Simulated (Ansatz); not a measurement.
## Basis or method: vertical ionisation to the doublet of PF

PF, triplet; coordinates (Å): F 0.000 0.000 0.000; P 0.000 0.000 1.593. Quantity: vertical ionisation to the doublet.

Ansatz 0.2.0, basis 6-31G or cc-pVDZ or cc-pVTZ; geometries are PBE0/def2-TZVP minima. Wave-function levels freeze the cores; HF, MP2 and coupled cluster are restricted for singlets and unrestricted otherwise, Kohn–Sham unrestricted where that lies lower. The reference is CCSDT(Q) or CCSDTQ or full CI (coupled cluster only where its series has nearly closed). Semilocal and hybrid functionals correlate all electrons outside any core potential and usually lie nearer their basis limit than the reference, so part of their error here is the reference's basis and frozen-core error; RPA and the MP2 part of double hybrids freeze the same cores as the reference. None of these values is a measured one. Energies are electronic, without zero-point terms. No spin–orbit coupling and no scalar relativity. The species are chosen: bound, without strong static correlation by their natural occupations or amplitudes, in their lowest spin state as far as vertical gaps and like structures tell, with only the lowest ion state computed, without the heavier p-block dimers whose ³Σ⁻ and ³Π states nearly coincide, and with a ladder that closes on the reference, so errors are smaller than for species at large; levels whose determinant breaks symmetry or spin markedly are left out.

```csv
level,6-31G (eV),cc-pVDZ (eV),cc-pVTZ (eV)
reference,9.338 (full CI),9.343 (CCSDTQ),9.616 (CCSDT(Q))
HF,9.918,9.533,9.502
CCSD,9.425,9.426,9.667
CCSD(T),9.347,9.355,9.624
PBE,9.740,9.517,9.611
wB97M-V,9.746,9.433,9.500
B2PLYP,9.658,9.487,9.602
RPA-PBE,9.043,9.236,9.648
```

From 6-31G to cc-pVTZ the reference moves by 0.278 eV and PBE by -0.129 (over all sets PBE spans 0.223); the step from CCSD(T) to the reference is -0.009 in the first and -0.008 in the last.
